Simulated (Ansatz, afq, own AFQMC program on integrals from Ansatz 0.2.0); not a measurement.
Integrals from Ansatz 0.2.0, then the random walk in our own AFQMC program (afq).

```yaml
crystal:
  periodic: [false, false, false]
  atoms:
    - {symbol: I, position_ang: [0.000000, 0.000000, 0.000000]}
basis:
  gaussian: {orbitals: def2-TZVP}
magnetization: {spin_polarized: true, initial_magnetization: 1}
correlation: {method: ccsd_t, electrons: outside_noble_gas, hamiltonian_folder: ham}
```

```sh
$ ansatz run in.yaml --threads 1 --pin off --events-out ev --progress --plain --max-ram 1382MiB
```

afq runs on the folder ham with

```
--method free --trial cisd --walkers 60 --time-step 0.03 --max-blocks 80 --target-error 0.00032 --factor-cut 1e-05 --seed 3041 --times 0,0.3,0.6,1.2,1.8,2.4,3.6,4.8,6 --taylor-order 8
```

Times are imaginary, in 1/Eh. The walk had a cap of 1229 s. Filled inner d shells are frozen with the cores. Core potentials past Kr, no spin–orbit coupling.

```
orbitals 41  electrons 4 3  factors 324 of 336
reference energy -296.65856711 Eh
CCSD correlation -0.13173400 Eh in 8 cycles, weight of the determinant in the CISD state 0.9307
repeat  energy at the last time / Eh  error
    10  -296.794756  0.000640
    20  -296.795051  0.000476
    30  -296.795008  0.000356
    40  -296.795178  0.000333
    50  -296.795106  0.000274
time / (1/Eh)  energy / Eh  error  mean overlap
  0.00  -296.790276  0.000051  1.0737
  0.30  -296.792868  0.000095  1.0783
  0.60  -296.793914  0.000116  1.0805
  1.20  -296.794530  0.000111  1.0870
  1.80  -296.794861  0.000153  1.0904
  2.40  -296.795093  0.000142  1.0840
  3.60  -296.794924  0.000136  1.0978
  4.80  -296.794682  0.000225  1.1186
  6.00  -296.795073  0.000270  1.0955
energy -296.795073 +/- 0.000270 Eh
```

Task: Estimate how long the walk took on 1 thread of Arm Neoverse V2 (shared host).

Result: 3.5 min of wall time.

The run passed its tests (error under three times the target), which doesn't prove that it has relaxed.

Against this walk (error 7.4 meV) on the same determinant: CCSD(T) 21.0 meV higher, CCSDT(Q) 3.2 meV higher (within the noise). The error is statistical, and a free projection of finite length keeps a remainder of its start.

Cautions: remainder of the start not in the error; no spin-orbit coupling; inner d shell frozen.

CCSDT and higher add their correlation energy to the determinant of the CCSD(T) run, since their own runs factorise the integrals more tightly (a shift of under 2 meV). A walk keeps the symmetry of its determinant, which the program's search chose and which needn't be the lowest solution, so a lower state of the same spin and another symmetry isn't excluded.
